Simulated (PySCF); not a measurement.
# A workflow on CF3 (trifluoromethyl radical)

Wanted: a series of 20 runs (UPBE0-D4/def2-TZVP, UMP2/def2-TZVPP, URI-MP2/def2-QZVPP, UPBE-D4/def2-TZVPP, U-r2SCAN-D4/def2-TZVPP, UB3LYP-D4/def2-TZVPP, UPBE0-D4/def2-TZVPP, U-wB97M-V/def2-TZVPP, and more) of CF3. 

Program for the calculation: PySCF 2.14.0.

### 1 Starting point

The species is CF3 (4 atoms), meant as a doublet with charge 0. As SMILES, `F[C](F)F`. All atoms were displaced at random from a relaxed shape. The run starts from this shape.

Bond lengths: F1–C2 1.376 Å, C2–F3 1.304 Å, C2–F4 1.329 Å. Angles: F1–C2–F3 107.4°, F1–C2–F4 112.2°, F3–C2–F4 114.0°.

### 2 A geometry optimisation at UPBE0-D4/def2-TZVP (density fitting with def2-universal-jkfit) (run 1)

The input, input.xyz:

```xyz
4

F     -1.264616    -0.003775     0.254535
C     -0.003751    -0.049013    -0.295405
F      0.630459    -1.041341     0.265500
F      0.626716     1.117708    -0.203695
```

The input, calc.py:

```python
from pyscf import gto, dft
from pyscf.geomopt.geometric_solver import kernel as optimise

mol = gto.Mole()
mol.atom = 'input.xyz'
mol.spin = 1
mol.basis = 'def2-tzvp'
mol.verbose = 3
mol.max_memory = 1860
mol.build()

ks = dft.UKS(mol, xc='pbe0')
ks = ks.density_fit(auxbasis='def2-universal-jkfit')
ks.disp = 'd4'
ks.max_cycle = 100
ks.grids.level = 4
ks.conv_tol = 1e-09
converged, mol_eq = optimise(ks, maxsteps=100)
print('converged:', converged)
print(mol_eq.tostring())

ks.reset(mol_eq)
mol = mol_eq
ks.kernel()
etot = ks.e_tot
print('E = %.10f Eh' % etot)
```

Started as:

```bash
$ OMP_NUM_THREADS=1 python calc.py
```

What it wrote:

```text
maxiter                   100
----------------------------------------------------------
Custom engine selected.
Bonds will be generated from interatomic distances less than 1.20 times sum of covalent radii
12 internal coordinates being used (instead of 12 Cartesians)
Internal coordinate system (atoms numbered from 1):
Distance 1-2
Distance 2-3
Distance 2-4
Angle 1-2-3
Angle 1-2-4
Angle 3-2-4
Translation-X 1-4
Translation-Y 1-4
Translation-Z 1-4
Rotation-A 1-4
Rotation-B 1-4
Rotation-C 1-4
> ===== Optimization Info: ====
> Job type: Energy minimization
> Maximum number of optimization cycles: 100
> Initial / maximum trust radius (Angstrom): 0.100 / 0.300
> Convergence Criteria:
> Will converge when all 5 criteria are reached:
>  |Delta-E| < 1.00e-06
>  RMS-Grad  < 3.00e-04
>  Max-Grad  < 4.50e-04
>  RMS-Disp  < 1.20e-03
>  Max-Disp  < 1.80e-03
> === End Optimization Info ===

Geometry optimization cycle 1
Cartesian coordinates (Angstrom)
 Atom        New coordinates             dX        dY        dZ
   F  -1.264616  -0.003775   0.254535    0.000000  0.000000  0.000000
   C  -0.003751  -0.049013  -0.295405    0.000000  0.000000  0.000000
   F   0.630459  -1.041341   0.265500    0.000000  0.000000  0.000000
   F   0.626716   1.117708  -0.203695    0.000000  0.000000  0.000000

WARN: Mole.unit (angstrom) is changed to Bohr

WARN: HOMO -0.165083835460575 >= LUMO -0.165083835460571

converged SCF energy = -337.390147300088  <S^2> = 0.7519576  2S+1 = 2.0019566
--------------- DFUKS_Scanner gradients ---------------
         x                y                z
0 F    -0.0356678170    -0.0074074822     0.0190239441
1 C     0.0346829804    -0.0076302265    -0.0194262864
2 F    -0.0089343536    -0.0048891877     0.0029277776
3 F     0.0099126201     0.0199584508    -0.0025319652
----------------------------------------------
cycle 1: E = -337.3901473  dE = -337.39  norm(grad) = 0.0627917
Step    0 : Gradient = 3.140e-02/4.110e-02 (rms/max) Energy = -337.3901473001
Hessian Eigenvalues: 5.00000e-02 5.00000e-02 5.00000e-02 ... 4.97809e-01 5.96625e-01 6.59763e-01

Geometry optimization cycle 2
Cartesian coordinates (Angstrom)
 Atom        New coordinates             dX        dY        dZ
   F  -1.245076   0.031340   0.240053    0.019540  0.035115 -0.014482
   C  -0.024994  -0.063561  -0.290353   -0.021243 -0.014548  0.005052
   F   0.658717  -1.028220   0.259355    0.028258  0.013121 -0.006145
   F   0.600440   1.082683  -0.187843   -0.026276 -0.035025  0.015852
converged SCF energy = -337.393628780243  <S^2> = 0.75187977  2S+1 = 2.0018789
--------------- DFUKS_Scanner gradients ---------------
         x                y                z
0 F    -0.0117233547     0.0034815689     0.0066722727
1 C     0.0159352421    -0.0068861685    -0.0077781849
2 F    -0.0019562426     0.0050137207    -0.0012023244
3 F    -0.0022515290    -0.0015779653     0.0022988158
----------------------------------------------
cycle 2: E = -337.39362878  dE = -0.00348148  norm(grad) = 0.0244782
Step    1 : Displace = 3.771e-02/4.632e-02 (rms/max) Trust = 1.000e-01 (=) Grad = 1.224e-02/1.902e-02 (rms/max) E (change) = -337.3936287802 (-3.481e-03) Quality = 1.131
Hessian Eigenvalues: 4.99996e-02 5.00000e-02 5.00000e-02 ... 3.76001e-01 6.22734e-01 6.83243e-01

Geometry optimization cycle 3
Cartesian coordinates (Angstrom)
 Atom        New coordinates             dX        dY        dZ
   F  -1.241804   0.026628   0.231081    0.003272 -0.004712 -0.008971
   C  -0.031475  -0.055774  -0.266665   -0.006481  0.007787  0.023688
   F   0.659099  -1.037400   0.254589    0.000381 -0.009180 -0.004766
   F   0.603115   1.087122  -0.197310    0.002676  0.004439 -0.009466
converged SCF energy = -337.393817747594  <S^2> = 0.75185569  2S+1 = 2.0018548
--------------- DFUKS_Scanner gradients ---------------
         x                y                z
0 F    -0.0006107136     0.0003789897    -0.0038169469
1 C     0.0028745339     0.0011412956     0.0118335061
2 F    -0.0005965116     0.0004922567    -0.0045949013
3 F    -0.0016663673    -0.0019926033    -0.0034277017
----------------------------------------------
cycle 3: E = -337.393817748  dE = -0.000188967  norm(grad) = 0.014314
Step    2 : Displace = 1.581e-02/2.575e-02 (rms/max) Trust = 1.414e-01 (+) Grad = 7.157e-03/1.223e-02 (rms/max) E (change) = -337.3938177476 (-1.890e-04) Quality = 0.380
Hessian Eigenvalues: 4.99971e-02 5.00000e-02 5.00000e-02 ... 6.05200e-01 6.35698e-01 6.61796e-01

Geometry optimization cycle 4
Cartesian coordinates (Angstrom)
 Atom        New coordinates             dX        dY        dZ
   F  -1.231681   0.022353   0.236400    0.010124 -0.004276  0.005319
   C  -0.034729  -0.056745  -0.284733   -0.003253 -0.000971 -0.018068
   F   0.651963  -1.031176   0.261003   -0.007135  0.006223  0.006414
   F   0.603296   1.085239  -0.190698    0.000181 -0.001884  0.006612
converged SCF energy = -337.394007021274  <S^2> = 0.75185899  2S+1 = 2.0018581
--------------- DFUKS_Scanner gradients ---------------
         x                y                z
0 F     0.0049553082    -0.0006953764    -0.0006975795
1 C    -0.0020107430     0.0002551057    -0.0001920262
2 F    -0.0019941400     0.0022219265     0.0001347970
3 F    -0.0009472598    -0.0017461242     0.0007462360
----------------------------------------------
cycle 4: E = -337.394007021  dE = -0.000189274  norm(grad) = 0.00656545
Step    3 : Displace = 1.289e-02/1.844e-02 (rms/max) Trust = 1.414e-01 (=) Grad = 3.283e-03/5.052e-03 (rms/max) E (change) = -337.3940070213 (-1.893e-04) Quality = 0.663
Hessian Eigenvalues: 4.99945e-02 5.00000e-02 5.00000e-02 ... 5.54135e-01 6.25748e-01 8.34545e-01

Geometry optimization cycle 5
Cartesian coordinates (Angstrom)
 Atom        New coordinates             dX        dY        dZ
   F  -1.238704   0.023890   0.236435   -0.007023  0.001537  0.000035
   C  -0.033178  -0.057821  -0.282426    0.001550 -0.001076  0.002307
   F   0.656216  -1.033693   0.259843    0.004253 -0.002516 -0.001160
   F   0.604436   1.086338  -0.191658    0.001140  0.001099 -0.000960
converged SCF energy = -337.394049849712  <S^2> = 0.7518689  2S+1 = 2.001868
--------------- DFUKS_Scanner gradients ---------------
         x                y                z
0 F    -0.0015668750     0.0002191436     0.0007438332
1 C     0.0014060112    -0.0007308411    -0.0008919462
2 F    -0.0000227303     0.0002881854    -0.0000235621
3 F     0.0001864697     0.0002570119     0.0001636326
----------------------------------------------
cycle 5: E = -337.39404985  dE = -4.28284e-05  norm(grad) = 0.00256412
Step    4 : Displace = 4.728e-03/7.280e-03 (rms/max) Trust = 1.414e-01 (=) Grad = 1.282e-03/1.818e-03 (rms/max) E (change) = -337.3940498497 (-4.283e-05) Quality = 0.786
Hessian Eigenvalues: 4.99775e-02 5.00000e-02 5.00000e-02 ... 5.55202e-01 6.24786e-01 7.55850e-01

Geometry optimization cycle 6
Cartesian coordinates (Angstrom)
 Atom        New coordinates             dX        dY        dZ
   F  -1.237465   0.023313   0.235977    0.001239 -0.000577 -0.000458
   C  -0.033757  -0.057672  -0.281458   -0.000578  0.000149  0.000968
   F   0.655927  -1.034472   0.259772   -0.000289 -0.000779 -0.000071
   F   0.603956   1.086237  -0.191779   -0.000480 -0.000100 -0.000121
converged SCF energy = -337.394054049055  <S^2> = 0.75186635  2S+1 = 2.0018655
--------------- DFUKS_Scanner gradients ---------------
         x                y                z
0 F     0.0000160856     0.0000435477    -0.0000528142
1 C     0.0000815739    -0.0001121608     0.0001824626
2 F    -0.0000633880     0.0000912610    -0.0000998301
3 F    -0.0000316279     0.0000105738    -0.0000377066
----------------------------------------------
cycle 6: E = -337.394054049  dE = -4.19934e-06  norm(grad) = 0.000286911
Step    5 : Displace = 9.784e-04/1.389e-03 (rms/max) Trust = 2.000e-01 (+) Grad = 1.435e-04/2.292e-04 (rms/max) E (change) = -337.3940540491 (-4.199e-06) Quality = 0.978
Hessian Eigenvalues: 4.96612e-02 5.00000e-02 5.00000e-02 ... 5.82631e-01 6.29502e-01 7.54321e-01

Geometry optimization cycle 7
Cartesian coordinates (Angstrom)
 Atom        New coordinates             dX        dY        dZ
   F  -1.237478   0.022730   0.236129   -0.000013 -0.000583  0.000152
   C  -0.033851  -0.057930  -0.281561   -0.000095 -0.000258 -0.000103
   F   0.655956  -1.034737   0.259818    0.000029 -0.000265  0.000046
   F   0.603922   1.085942  -0.191541   -0.000034 -0.000295  0.000237
converged SCF energy = -337.394054111626  <S^2> = 0.75186661  2S+1 = 2.0018657
--------------- DFUKS_Scanner gradients ---------------
         x                y                z
0 F     0.0000161239     0.0000106698    -0.0000085499
1 C     0.0000043957    -0.0000459587     0.0000259287
2 F    -0.0000295242     0.0000519111    -0.0000197552
3 F     0.0000116029     0.0000167952    -0.0000054133
----------------------------------------------
cycle 7: E = -337.394054112  dE = -6.25712e-08  norm(grad) = 8.74841e-05
Step    6 : Displace = 1.376e-04/2.040e-04 (rms/max) Trust = 2.828e-01 (+) Grad = 4.374e-05/6.290e-05 (rms/max) E (change) = -337.3940541116 (-6.257e-08) Quality = 0.908
Hessian Eigenvalues: 4.96612e-02 5.00000e-02 5.00000e-02 ... 5.82631e-01 6.29502e-01 7.54321e-01
Converged! =D

converged: True
F          -1.23747813        0.02273008        0.23612891
C          -0.03385114       -0.05792968       -0.28156100
F           0.65595645       -1.03473688        0.25981836
F           0.60392240        1.08594245       -0.19154133

converged SCF energy = -337.394054111638  <S^2> = 0.75186658  2S+1 = 2.0018657
E = -337.3940541116 Eh
```

Wall time 2.6 min (1 thread of Arm Neoverse V2, shared host); peak memory 1.1 GiB.

The path in brief:

```
step  energy from the first frame kept (eV)  largest force (eV/Å)
   0                                 0.0000                2.1133
   1                                -0.0947                0.9782
   2                                -0.0999                0.6289
   3                                -0.1050                0.2598
   4                                -0.1062                0.0935
   5                                -0.1063                0.0118
   6                                -0.1063                0.0032
```

After the run. Bond lengths: F1–C2 1.313 Å, C2–F3 1.313 Å, C2–F4 1.313 Å. Angles: F1–C2–F3 111.4°, F1–C2–F4 111.4°, F3–C2–F4 111.4°.

### 3 Vibrational wavenumbers at UPBE0-D4/def2-TZVP (density fitting with def2-universal-jkfit) (run 2)

The input, mol.xyz:

```xyz
4

F     -1.237755     0.012422     0.201187
C     -0.034154    -0.068163    -0.316368
F      0.655705    -1.045059     0.224876
F      0.603643     1.075723    -0.226056
```

The input, input.py:

```python
# F[C](F)F
import numpy
from pyscf import gto, dft, symm
from pyscf.hessian import thermo

mol = gto.M(
    atom='mol.xyz',
    max_memory=1860,
    basis='def2-tzvp',
    spin=1,
    verbose=3,
    charge=0,
)

mf = dft.UKS(mol)
mf.xc = 'pbe0'
mf = mf.density_fit(auxbasis='def2-universal-jkfit')
mf.disp = 'd4'
mf.grids.level = 4
mf.max_cycle = 100
mf.conv_tol = 1e-09
mf.kernel()

energy = mf.e_tot
print('E = %.10f Eh' % energy)
hess = mf.Hessian().kernel()
modes = thermo.harmonic_analysis(mol, hess)
print('frequencies (1/cm)', numpy.round(modes['freq_wavenumber'], 1))
symm.geom.TOLERANCE = 1e-3  # for the symmetry number
th = thermo.thermo(mf, modes['freq_au'], 298.15, 101325)
thermo.dump_thermo(mol, th)
```

Started as:

```bash
$ OMP_NUM_THREADS=1 python input.py
```

What it wrote:

```text
converged SCF energy = -337.394054105681  <S^2> = 0.75186658  2S+1 = 2.0018657
E = -337.3940541057 Eh

WARN: DFTD4 does not support analytical Hessian, using finite difference.

WARN: Mole.unit (angstrom) is changed to Bohr

frequencies (1/cm) [ 512.9  513.8  709.8 1106.7 1286.8 1288. ]
temperature 298.1500 [K]
pressure 101325.00 [Pa]
Rotational constants [GHz] 10.93377 10.93311 5.65513
Symmetry number 1
Zero-point energy (ZPE) 0.01234 [Eh]   32407.178 [J/mol]
                           tot       elec      trans        rot        vib
Entropy [J/mol/K]       273.351      5.763    161.553     99.073      6.962
Cv [J/mol/K]             40.986      0.000     12.472     12.472     16.042
Cp [J/mol/K]             49.300      0.000     20.786     12.472     16.042
Internal energy [J/mol]                      3718.434   3718.434  33944.196
Internal energy [Eh]   -337.37829  -337.39405
Enthalpy [J/mol]                             6197.391   3718.434  33944.196
Enthalpy [Eh]          -337.37735
Gibbs free energy [J/mol]                  -41969.758 -25820.113  31868.510
Gibbs free energy [Eh] -337.40839
```

Wall time 5.2 min (1 thread of Arm Neoverse V2, shared host); peak memory 1.9 GiB.

Runs 3 to 8 aren't shown in full; the table further down has their settings and results.

### 4 A single-point energy at U-wB97M-V/def2-TZVPP (run 9)

The input, start.xyz:

```xyz
4
CF3
F     -1.237478     0.022730     0.236129
C     -0.033851    -0.057930    -0.281561
F      0.655956    -1.034737     0.259818
F      0.603922     1.085942    -0.191541
```

The input, job.py:

```python
from pyscf import gto, dft

mol = gto.M(
    atom='start.xyz',
    max_memory=1860,
    charge=0,
    spin=1,
    basis='def2-tzvpp',
    verbose=3,
)

ks = dft.UKS(mol)
ks.xc = 'wb97m-v'
ks.grids.level = 5
ks.nlcgrids.level = 1
ks.conv_tol = 1e-10
ks.kernel()
if not ks.converged:
    ks = ks.newton().run(ks.mo_coeff, ks.mo_occ)

e_tot = ks.e_tot
print('E(%s) = %.9f' % ('WB97M-V', e_tot))
```

Started as:

```bash
$ OMP_NUM_THREADS=1 python job.py
```

What it wrote:

```text
WARN: HOMO -0.128462828658467 >= LUMO -0.128462828658471

converged SCF energy = -337.635040010237  <S^2> = 0.75154902  2S+1 = 2.0015484
E(WB97M-V) = -337.635040010
```

It took 1.8 min on 1 thread of Arm Neoverse V2, shared host; peak memory 0.77 GiB.

Runs 10 to 19 aren't shown in full; the table further down has their settings and results.

### 5 The singlet cation: a single-point energy at B3LYP/6-31G(d) (spherical functions) (run 20)

The input, run.py:

```python
from pyscf import gto, dft

system = gto.Mole()
system.atom = [
    ('F', (-1.237478, 0.022730, 0.236129)),
    ('C', (-0.033851, -0.057930, -0.281561)),
    ('F', (0.655956, -1.034737, 0.259818)),
    ('F', (0.603922, 1.085942, -0.191541)),
]
system.max_memory = 1860
system.verbose = 3
system.basis = '6-31g*'
system.charge = 1
system.build()

myscf = dft.RKS(system, xc='b3lyp')
myscf.grids.level = 5
myscf.conv_tol = 1e-10
myscf.kernel()
if not myscf.converged:
    myscf = myscf.newton().run(myscf.mo_coeff, myscf.mo_occ)

etot = myscf.e_tot
print('E = %.10f Eh' % etot)
```

Started as:

```bash
$ OMP_NUM_THREADS=1 python run.py
```

What it wrote:

```text
converged SCF energy = -337.154430803329
E = -337.1544308033 Eh
```

Run time: 5.7 s. Hardware: 1 thread of Arm Neoverse V2, shared host; peak memory 0.3 GiB.

### 6 Overview of the runs

```csv
run,level,task,optimizer,partner,energy (Eh),dipole moment (D) of the reference,HOMO energy (eV),LUMO energy (eV),wall time
1,UPBE0-D4/def2-TZVP (density fitting with def2-universal-jkfit),optimise,geomeTRIC,base,-337.394054,0.25,-7.90,-2.25,2.6 min
2,UPBE0-D4/def2-TZVP (density fitting with def2-universal-jkfit),frequencies,–,base,-337.394054,0.25,-7.90,-2.25,5.2 min
3,UMP2/def2-TZVPP,energy,–,base,-337.155125,0.59,-13.06,2.44,7.8 s
4,URI-MP2/def2-QZVPP (density fitting with def2-universal-jkfit),energy,–,base,-337.255114,0.60,-13.08,2.30,8.4 s
5,UPBE-D4/def2-TZVPP,energy,–,base,-337.397434,0.11,-6.00,-3.53,28 s
6,U-r2SCAN-D4/def2-TZVPP,energy,–,base,-337.580837,0.22,-6.61,-2.73,74 s
7,UB3LYP-D4/def2-TZVPP,energy,–,base,-337.718669,0.24,-7.60,-2.89,32 s
8,UPBE0-D4/def2-TZVPP,energy,–,base,-337.394035,0.25,-7.90,-2.25,32 s
9,U-wB97M-V/def2-TZVPP,energy,–,base,-337.635040,0.22,-10.00,-0.40,1.8 min
10,UB2PLYP/def2-TZVPP,energy,–,base,-337.529103,0.41,-9.83,-0.73,35 s
11,USVWN5/def2-TZVPP,energy,–,base,-335.492719,0.08,-6.02,-4.16,20 s
12,UM06-2X/def2-TZVPP,energy,–,base,-337.599918,0.36,-9.46,-1.47,77 s
13,UB3LYP/6-31G* (spherical functions),energy,–,base,-337.546828,0.19,-6.95,-2.16,11 s
14,UHF/STO-3G,energy,–,base,-331.474434,0.34,-8.63,7.01,0.48 s
15,MP2/def2-TZVPP,energy,–,cation,-336.755346,–,-27.52,-9.76,4.2 s
16,PBE-D4/def2-TZVPP,energy,–,cation,-337.008465,–,-19.05,-15.01,16 s
17,B3LYP-D4/def2-TZVPP,energy,–,cation,-337.310736,–,-21.05,-14.40,16 s
18,PBE0-D4/def2-TZVPP,energy,–,cation,-336.986540,–,-21.39,-14.06,16 s
19,wB97M-V/def2-TZVPP,energy,–,cation,-337.237143,–,-23.90,-11.56,65 s
20,B3LYP/6-31G* (spherical functions),energy,–,cation,-337.154431,–,-20.80,-14.21,5.7 s
```

### 7 Summary of results

| quantity | value |
| --- | --- |
| singlet cation, run 20: total energy | -337.15443 Eh |
| singlet cation, run 20: HOMO energy | -20.80 eV |
| singlet cation, run 20: LUMO energy | -14.21 eV |
| singlet cation, run 20: HOMO–LUMO gap | 6.60 eV |
| vertical ionisation energy (to the singlet cation), UMP2/def2-TZVPP | 10.879 eV |
| vertical ionisation energy (to the singlet cation), UPBE-D4/def2-TZVPP | 10.584 eV |
| vertical ionisation energy (to the singlet cation), UB3LYP-D4/def2-TZVPP | 11.100 eV |
| vertical ionisation energy (to the singlet cation), UPBE0-D4/def2-TZVPP | 11.088 eV |
| vertical ionisation energy (to the singlet cation), U-wB97M-V/def2-TZVPP | 10.827 eV |
| vertical ionisation energy (to the singlet cation), UB3LYP/6-31G* | 10.678 eV |

In words: At UMP2/def2-TZVPP: the vertical ionisation energy comes to 10.88 eV (1050 kJ/mol). Only the singlet of the ionised species was computed; a triplet could lie lower. At UPBE-D4/def2-TZVPP: removing an electron at fixed nuclei costs 10.58 eV (244 kcal/mol). At UB3LYP-D4/def2-TZVPP: the vertical ionisation energy comes to 11.10 eV (256 kcal/mol). At UPBE0-D4/def2-TZVPP: removing an electron at fixed nuclei costs 11.09 eV (1070 kJ/mol). At U-wB97M-V/def2-TZVPP: the vertical ionisation energy comes to 10.83 eV (1045 kJ/mol). Over runs 16, 17, 18, 19, 20 the HOMO–LUMO gap runs from 4.04 eV (PBE-D4/def2-TZVPP) to 12.34 eV (wB97M-V/def2-TZVPP). Totals of different functionals can't be ranked against each other. In run 14 the basis is minimal, so the values are rough. All runs together took 17 min, the longest 5.2 min.
